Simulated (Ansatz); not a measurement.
# BH₂− (triplet): wave-function methods side by side at scale of all distances = 1.479, 6-31++G**

Aim: climb from Hartree-Fock through coupled cluster and multireference methods for BH₂− (triplet) at one geometry and basis, and see what each rung misses.

Computed with Ansatz 0.2.0, Gaussian basis. Level: 6-31++G**, core rule «outside noble gas», up to 1 orbitals frozen.

The runs, in order: UHF; CCSD(T) on ROHF; CCSD(T) on UHF; BCCD(T) on ROHF; CISD; CCSDT(Q) on ROHF; CCSDT(Q) on UHF; CASSCF and MRCISD+Q, 4 electrons in 4 orbitals; CASSCF and NEVPT2, 4 electrons in 4 orbitals; CASSCF and MRCISD+Q, 6 electrons in 6 orbitals; CASSCF and NEVPT2, 6 electrons in 6 orbitals; Full CI.

17 further runs of the same task are left out: 12 that didn't finish, 5 set aside as unsound or not needed.

## (1) What is computed

The geometry derives from a PBE0/def2-TZVPD stationary point (not a proven minimum). All distances are scaled together.

3 atoms, charge -1, spin multiplicity 3.

Atoms are counted from 1 here; the program's logs count them from 0.

No contacts short enough for the rule that draws bonds.

## (2) UHF

in.yaml

```yaml
crystal:
  periodic: [false, false, false]
  atoms:
    - {symbol: B, position_ang: [0.000000, -0.121121, 0.000000]}
    - {symbol: H, position_ang: [0.000000, 0.649562, -1.613697]}
    - {symbol: H, position_ang: [0.000000, 0.649562, 1.613697]}
basis:
  gaussian: {orbitals: "6-31++G**"}
total_charge: -1
magnetization: {spin_polarized: true, initial_magnetization: 2}
hamiltonian: {xc: hf}
output: {orbitals: {seedname: orbitals}}
```

Started as:

```console
$ ansatz run in.yaml --threads 1 --pin off --events-out ev --progress --plain --max-ram 2393MiB
```

After this run come: CCSD(T) on ROHF; CCSD(T) on UHF; BCCD(T) on ROHF; CISD; CCSDT(Q) on ROHF; CCSDT(Q) on UHF; CASSCF and MRCISD+Q, 4 electrons in 4 orbitals; CASSCF and NEVPT2, 4 electrons in 4 orbitals; CASSCF and MRCISD+Q, 6 electrons in 6 orbitals; CASSCF and NEVPT2, 6 electrons in 6 orbitals; Full CI.

Q: Predict the results of all the runs planned. Wanted: FCI below the RHF energy; RMP2 from FCI; UMP2 from FCI; RCCSD from FCI; RCCSD(T) from FCI; UCCSD(T) from FCI; RCCSDT(Q) from FCI; UCCSDT(Q) from FCI; NEVPT2 pair from FCI.

As calculated:

| quantity | value |
| --- | --- |
| FCI below the RHF energy | -3.0244 eV |
| RMP2 from FCI | +19.36 kcal/mol |
| UMP2 from FCI | +19.77 kcal/mol |
| RCCSD from FCI | +3.75 kcal/mol |
| RCCSD(T) from FCI | +0.98 kcal/mol |
| UCCSD(T) from FCI | +0.98 kcal/mol |
| RCCSDT(Q) from FCI | +0.04 kcal/mol |
| UCCSDT(Q) from FCI | +0.01 kcal/mol |
| NEVPT2 pair from FCI | +15.93 kcal/mol |
| MRCISD+Q pair from FCI | +0.38 kcal/mol |
| NEVPT2 valence from FCI | +10.21 kcal/mol |
| levels within 1 kcal/mol (43 meV) | RCCSD(T), UCCSD(T), BCCD(T), RCCSDT, UCCSDT, RCCSDT(Q), UCCSDT(Q), MRCISD+Q pair, MRCISD+Q valence |
| T1 diagnostic | 0.039 |
| effectively unpaired electrons | 2.09 |

RCCSD(T) lands +0.98 kcal/mol from the yardstick (1.4 % of the correlation energy). One determinant dominates. Of the multireference levels listed MRCISD+Q pair comes nearest in total energy (+0.38 kcal/mol), which doesn't show that its space is the better one. These misses are within one basis, not against nature; the frozen cores of restricted and unrestricted runs differ, which can shift their rows.
